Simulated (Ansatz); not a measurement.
# Relative stability

Two relaxed structures of CH$_{6}$NSi (charge +1), closed shell (PBE0-D4/def2-TZVP; forces vanish, vibrations not checked).

A:

```xyz
9
angstrom
C 0.1707 0.4998 0.2362
N -0.3601 0.3921 -1.1309
Si 0.3721 -0.7933 1.3382
H -0.6083 -0.5692 -1.3722
H -1.2050 0.9586 -1.2567
H 0.3202 0.7086 -1.8292
H 0.4315 1.5214 0.4842
H -0.0028 -2.1623 0.9380
H 0.9186 -0.5117 2.6712
```

B:

```
9
angstrom
C -0.0784 0.2002 -0.9559
N 0.2172 0.3891 0.2667
Si 0.4227 -0.9156 1.5697
H -0.2361 -0.8118 -1.3206
H -0.5947 -0.5572 2.5731
H -0.1758 1.0376 -1.6426
H 0.3518 1.3614 0.5439
H 0.1564 -2.1479 0.8070
H 1.8147 -0.7335 2.0165
```

Computed with Ansatz 0.2.0 (basis: def2-TZVPP); correlated methods freeze the cores. B3LYP uses VWN-RPA correlation.

(1) Which structure is lower at CCSD(T), and by how much? (An estimate is asked for; the value comes from the calculation.)

No T1 diagnostic of these runs exceeds 0.015.

Results:

(1) Computed: B, by 130.5 kJ/mol (electronic energy, against the other). By their contacts, A is CH₆NSi ([NH3][CH][SiH2]), total charge +1 and B is CH₆NSi ([CH2][NH][SiH3]), total charge +1.

All methods give the same order:

```json
{"method": "PBE-D4", "E(B) − E(A) (kJ/mol)": "-108.5"}
{"method": "r2SCAN-D4", "E(B) − E(A) (kJ/mol)": "-120.3"}
{"method": "PBE0-D4", "E(B) − E(A) (kJ/mol)": "-115.0"}
{"method": "B3LYP-D4", "E(B) − E(A) (kJ/mol)": "-129.0"}
{"method": "wB97M-V", "E(B) − E(A) (kJ/mol)": "-126.1"}
{"method": "HF", "E(B) − E(A) (kJ/mol)": "-172.4"}
{"method": "MP2", "E(B) − E(A) (kJ/mol)": "-126.5"}
{"method": "CCSD", "E(B) − E(A) (kJ/mol)": "-134.9"}
{"method": "CCSD(T)", "E(B) − E(A) (kJ/mol)": "-130.5"}
```

Labels in which every atom is bracketed show which atoms are joined, not bond orders.

For scale, one of the runs: CCSD(T)/def2-TZVPP, 188 basis functions, launched by `ansatz run in.yaml --threads 2 --pin off --events-out ev --progress --plain --max-ram 4352MiB`. Hardware: 2 CPU threads of an Arm Neoverse V1, shared host. Wall time 31 s; peak host memory 1.9 GiB.
